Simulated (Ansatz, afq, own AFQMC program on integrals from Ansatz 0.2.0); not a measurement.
# Where AFQMC and coupled cluster stand for PdSiH3⁺, singlet

```yaml
atoms:
  - { symbol: Pd, position_ang: [-0.0084, 0.0000, 0.4958] }
  - { symbol: Si, position_ang: [-0.0029, 0.0000, -1.6818] }
  - { symbol: H, position_ang: [-0.1510, -1.2372, -2.4752] }
  - { symbol: H, position_ang: [-0.1510, 1.2372, -2.4752] }
  - { symbol: H, position_ang: [1.2737, 0.0000, -0.5313] }
```

Connectivity, by distances: Pd–SiH2, 1 bridging H.

Basis def2-SVP with its core potentials. Noble-gas cores (and the filled d shells of Ga–Kr and In–Xe) are frozen. AFQMC by an in-house program on the Cholesky factors that Ansatz 0.2.0 writes for its CCSD(T) run. The CISD trial takes its coefficients from CCSD amplitudes. Released means that phaseless walkers are propagated on without the constraint, phases kept. ± is one standard error of the sampling. No spin–orbit coupling. The metal's outer-core s and p shells are frozen, which shifts wave-function levels against functionals.

Determinant: RHF, the one that the program's search chose, which needn't be the lowest solution. The geometry is a PBE0/def2-TZVP stationary point of this or a neighbouring charge and spin state.

No full CI on the walks' own integrals is used here; CCSDT(Q) serves as the reference and is uncertain by about the last step of the cluster series.

Cautions: no spin-orbit coupling; outer-core shells of the metal frozen; higher spins were not checked; restricted determinant unstable towards unrestricted (UHF 67 meV lower, ⟨S²⟩ 0.35).

```
T1 diagnostic                               : 0.0210
weight of the determinant in the CISD state : 0.854
size of the correlated space                : 16 electrons in 55 orbitals
```

Reference: CCSDT(Q), correlation energy -10.348 eV. The released energy is read at 2.60 1/Eh (meV from the phaseless value at times in 1/Eh: -11 ± 6 at 0.24, -17 ± 5 at 0.60, -22 ± 4 at 1.20, -19 ± 9 at 1.80, -21 ± 10 at 2.60).

```json
{"level": "HF", "E − E(reference) (kcal/mol)": "238.64", "share of correlation (%)": "0.00"}
{"level": "MP2", "E − E(reference) (kcal/mol)": "13.58", "share of correlation (%)": "94.31"}
{"level": "CCSD", "E − E(reference) (kcal/mol)": "9.84", "share of correlation (%)": "95.88"}
{"level": "CCSD(T)", "E − E(reference) (kcal/mol)": "0.27", "share of correlation (%)": "99.89"}
{"level": "CCSDT", "E − E(reference) (kcal/mol)": "0.08", "share of correlation (%)": "99.97"}
{"level": "ph-AFQMC/CISD", "E − E(reference) (kcal/mol)": "0.42 ± 0.15", "share of correlation (%)": "99.83"}
{"level": "released AFQMC", "E − E(reference) (kcal/mol)": "-0.06 ± 0.23", "share of correlation (%)": "100.03"}
```

A walk keeps the symmetry of its determinant, which the program's search chose and which needn't be the lowest solution, so a lower state of the same spin and another symmetry isn't excluded. Released energies are given only where the last usable release times agree within the noise; a slower fall can still hide under it.
